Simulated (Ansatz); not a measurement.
CH5N2+, SMILES `NC=[NH2+]` at its PBE0-D4/def2-TZVP geometry, where that method's forces vanish. Charge 1, multiplicity 1.

```tsv
atom	x (Å)	y (Å)	z (Å)
N1	-0.5948	-0.4195	-0.9171
C2	0.1691	-0.3680	0.1382
N3	0.4601	0.7128	0.8069
H4	-1.0379	0.3958	-1.3169
H5	-0.7651	-1.3036	-1.3717
H6	0.5980	-1.3017	0.4890
H7	1.0619	0.6575	1.6144
H8	0.1087	1.6266	0.5572
```

Task: For each bond, give half the difference of the two atoms' forces along it (eV/Å; positive pushes the atoms apart) under PBE-D4, r2SCAN-D4, B3LYP-D4, ωB97M-V in def2-TZVPP. (Estimate.)

Result: Computed: 
```tsv
bond	length (Å)	PBE-D4	r2SCAN-D4	B3LYP-D4	ωB97M-V
N1–C2	1.304	0.26	0.19	0.18	0.16
N1–H4	1.010	0.09	-0.06	-0.05	-0.08
N1–H5	1.009	0.08	-0.06	-0.06	-0.06
C2–N3	1.304	0.26	0.19	0.18	0.16
C2–H6	1.086	-0.09	-0.17	-0.19	-0.19
N3–H7	1.009	0.08	-0.06	-0.06	-0.06
N3–H8	1.010	0.09	-0.06	-0.05	-0.08
```

B3LYP here is the variant with VWN-RPA as its local correlation; programs differ in this.
